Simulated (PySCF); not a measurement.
silicon monoxide (OSi), SMILES O=[Si] (connectivity only; charge and spin as stated), neutral, multiplicity 1.

The structure is a stationary point at B3LYP-D3(BJ)/def2-TZVPD.

Computed with B3LYP-D3(BJ)/def2-TZVPD (PySCF).

Frequencies are harmonic and unscaled.

**Question.** Give all harmonic wavenumbers and intensities. (Estimate from the structure and the level; the computed values follow.)

**Answer.** 
```tsv
mode	ν (cm⁻¹)	IR (km/mol)	moving atoms (share of kinetic energy)
1	1254	55.9	O 64 %, Si 36 %
```
